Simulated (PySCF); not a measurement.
A thermochemical cycle for SiC

PBE0 in PySCF with def2-TZVPPD on every atom, for the lowest determinant that a PBE0 search found; no spin–orbit coupling. SiC, a triplet (σ ↑, π ↑), has De = 4.42 eV to neutral atoms, and SiC⁺, a quartet (σ ↑, π ↑↑), has De = 3.83 eV to Si⁺ + C.

At the same level the Si atom ionises at 8.22 eV.

Task: What is the adiabatic ionisation energy of the molecule, and does ionisation strengthen or weaken the bond?

Result: IE = IE(Si) + De(neutral) − De(ion) = 8.22 + 4.42 − 3.83 = 8.81 eV. De changes by -0.59 eV, so ionisation weakens the bond.

For an ion De counts to the pair picked by the measured ionisation energies or electron affinities, which need not be the lowest pair at this level. States were picked by a PBE0 search and need not be the measured ground states.
